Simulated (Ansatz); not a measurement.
A nudged elastic band was laid between two geometries of H5OSSi (8 atoms, charge 1, multiplicity 1).

The calculation used Ansatz 0.2.0, RKS B3LYP-D4/def2-SVP.

* movable images: 7
* climbing image: yes
* spring: 5.0 eV/Å²
* optimiser: quadratic models (default)
* start path: through a guess of the saddle point
* force threshold: 0.03 eV/Å
* iteration limit: 23
* end points: relaxed

First end point:

```xyz
8
Properties=species:S:1:pos:R:3
Si -0.745 0.643 -0.669
O 0.636 0.039 0.400
S 0.482 -1.297 1.543
H -1.035 -0.552 -1.483
H -0.044 1.752 -1.348
H -1.788 1.029 0.300
H 1.434 0.584 0.553
H 1.060 -2.199 0.704
```

Last end point:

```xyz
8
Properties=species:S:1:pos:R:3
Si -0.746 0.644 -0.666
O 0.728 -0.105 0.158
S 0.778 -1.763 0.762
H -0.980 -0.240 -1.823
H -0.189 1.979 -0.968
H -1.753 0.577 0.408
H 1.615 0.301 0.079
H 0.546 -1.394 2.051
```

(1) What changes between the two ends?

(2) What energy profile does the band end with?

(3) What is the geometry of the highest image?

(4) What are the harmonic wavenumbers there?

Answers

(1) No bond is made or broken. The dihedral H7–O2–S3–H8 goes from -96 to 96°. The two ends are copies of one structure, up to a mirror image or an exchange of like atoms.

(2) The run converged. The highest image is number 4 of 0 to 8, 6.4 kcal/mol above the ends, which have the same energy within 2 meV. A vibrational analysis at the climbing image gives one clearly imaginary mode, 408i cm⁻¹: a first-order saddle point. Limits of this set-up: the dipole of an ion depends on the origin.

```json
{"image": "0", "path coordinate (Å)": "0.00", "energy (kcal/mol)": "0.0", "dihedral H7–O2–S3–H8 (°)": "-96"}
{"image": "1", "path coordinate (Å)": "0.43", "energy (kcal/mol)": "0.5", "dihedral H7–O2–S3–H8 (°)": "-87"}
{"image": "2", "path coordinate (Å)": "0.87", "energy (kcal/mol)": "2.3", "dihedral H7–O2–S3–H8 (°)": "-70"}
{"image": "3", "path coordinate (Å)": "1.30", "energy (kcal/mol)": "4.8", "dihedral H7–O2–S3–H8 (°)": "-44"}
{"image": "4", "path coordinate (Å)": "1.73", "energy (kcal/mol)": "6.4", "dihedral H7–O2–S3–H8 (°)": "-6"}
{"image": "5", "path coordinate (Å)": "2.16", "energy (kcal/mol)": "4.3", "dihedral H7–O2–S3–H8 (°)": "43"}
{"image": "6", "path coordinate (Å)": "2.59", "energy (kcal/mol)": "1.6", "dihedral H7–O2–S3–H8 (°)": "73"}
{"image": "7", "path coordinate (Å)": "3.02", "energy (kcal/mol)": "0.3", "dihedral H7–O2–S3–H8 (°)": "89"}
{"image": "8", "path coordinate (Å)": "3.45", "energy (kcal/mol)": "0.0", "dihedral H7–O2–S3–H8 (°)": "96"}
```

(3) 
```xyz
8
Properties=species:S:1:pos:R:3
Si -0.791 0.725 -0.696
O 0.568 -0.161 0.179
S 0.361 -1.789 0.916
H -1.280 -0.344 -1.586
H -0.004 1.808 -1.317
H -1.714 1.130 0.381
H 1.337 0.340 0.512
H 1.524 -1.708 1.610
```

(4) 408i, 78, 137, 216, 506, 640, 656, 712, 918, 932, 943, 994, 1224, 2294, 2335, 2341, 2663, 3716 cm⁻¹.

The run took 10 min on 1 thread of Intel(R) Xeon(R) Processor @ 2.50GHz (Skylake/Cascade Lake), with other jobs on the host, peak memory 0.15 GiB.
